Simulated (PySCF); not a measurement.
System: O3, singlet: symmetric bend, bond length relaxed. Scanned: O-O-O angle. Other coordinates (O-O bond length) were minimised at PBE0/def2-TZVP.

The free coordinates were minimised at PBE0/def2-TZVP in PySCF; the energy column is CCSD(T) on RHF/cc-pVTZ, 3 core orbitals frozen (PySCF), in mEh.

```csv
a / °,O-O bond length / Å,E
180,1.275,0.0
170,1.273,0.5
160,1.265,2.8
150,1.253,8.0
140,1.242,16.0
130,1.235,25.1
120,1.237,27.9
110,1.248,—
100,1.274,—
90,1.320,—
80,1.345,—
```

A dash means that the run gave no value there, or that the column was ended at a point which the program doubted or which failed a test of continuity chosen for this set; such a test can also cut sound points.
